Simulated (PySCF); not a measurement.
SO₂: one-bond stretch

Level of theory: r2SCAN/[S def2-TZVP, O def2-TZVP], no relativity, density fitting, PySCF.

Rigid scan from the singlet minimum (S–O 1.442 Å (×2); O–S–O 118.8°). Coordinate: the bond from S to the last atom (O) scaled, the rest fixed. Energies in kJ/mol from the minimum.

(1) Predict the curve at 0.92, 0.96, 1.00, 1.05, 1.12, 1.20, 1.35, 1.55, 1.80, 2.20.

## Answers

(1) 
```csv
scale of one bond,E (kJ/mol),dipole size (D)
0.92,52.9,1.56
0.96,11.6,1.56
1.00,0.0,1.61
1.05,13.6,1.74
1.12,63.9,1.97
1.20,142.5,2.26
1.35,300.1,2.76
1.55,480.6,–
1.80,641.7,–
2.20,984.3,–
```

At long bonds a restricted determinant can lie too high, and another spin state can fall below this curve.

Other isomers or separated fragments may lie lower.
